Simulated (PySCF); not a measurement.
## PH₄ + F₂ → PH₂ + 2 HF

Level: PBE0 in the def2-TZVP basis family, all electrons, no relativity, computed in PySCF with density fitting; open shells unrestricted.

```csv
species,state and structure,ZPE (kJ/mol),H(298 K) − H(0) (kJ/mol),S° (J/(mol K))
PH₄,"doublet, C2v, P–H 1.410 Å (×2), P–H 1.520 Å (×2); H–P–H 92.8° (×4), H–P–H 99.7°, H–P–H 171.3°",79.1,10.5,225.5
F₂,"singlet, D∞h, F–F 1.376 Å",6.6,8.7,201.9
PH₂,"doublet, C2v, P–H 1.424 Å (×2); H–P–H 91.5°",35.4,10.0,212.6
HF,"singlet, C∞v, H–F 0.920 Å",24.9,8.7,173.6
```

Task: Is the gas-phase reaction uphill or downhill in electronic energy at this level, and by how much?

Result: At PBE0/def2-TZVP, ΔE = -578.9 kJ/mol, downhill. 

Task: Add zero-point, thermal and entropy terms for 298.15 K and 1 bar.

Result: ΔZPE = -0.5 and Δ[H(298) − H(0)] = 8.2 kJ/mol give ΔH° = -571.2 kJ/mol. ΔS° = 132.4 J/(mol K), so ΔG° = -571.2 − 298.15 × (0.1324) = -611 kJ/mol.

Only the bonding shown was studied: isomers, or loss of a ligand pair, can lie lower.
